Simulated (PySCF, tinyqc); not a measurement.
Worked calculation: FCI on RHF in the sto-3g basis, frozen core, for HF, spin multiplicity 1. The lowest restricted solution is unstable here: a spin-polarised one lies 0.0989 hartree lower (PySCF). One step of it, computed by the program tinyqc.

Problem. Orthogonalisation. S = U s U^T; symmetric (Loewdin) form X = U s^(-1/2) U^T, so that X^T S X = 1.

overlap S:
```
           1F 1s     1F 2s    1F 2px    1F 2py    1F 2pz     2H 1s
1F 1s   1.000000  0.237990  0.000000  0.000000  0.000000  0.009460
1F 2s   0.237990  1.000000  0.000000  0.000000  0.000000  0.124870
1F 2px  0.000000  0.000000  1.000000  0.000000  0.000000  0.000000
1F 2py  0.000000  0.000000  0.000000  1.000000  0.000000  0.000000
1F 2pz  0.000000  0.000000  0.000000  0.000000  1.000000  0.119369
2H 1s   0.009460  0.124870  0.000000  0.000000  0.119369  1.000000
```

Give: eigenvalues of S; X.

Solution.

eigenvalues of S: 0.729  0.892  1.000  1.000  1.099  1.280

X:
```
         1F 1s   1F 2s  1F 2px  1F 2py  1F 2pz   2H 1s
1F 1s    1.022  -0.124   0.000   0.000  -0.001   0.007
1F 2s   -0.124   1.028   0.000   0.000   0.006  -0.065
1F 2px   0.000   0.000   1.000   0.000   0.000   0.000
1F 2py   0.000   0.000   0.000   1.000   0.000   0.000
1F 2pz  -0.001   0.006   0.000   0.000   1.005  -0.061
2H 1s    0.007  -0.065   0.000   0.000  -0.061   1.012
```
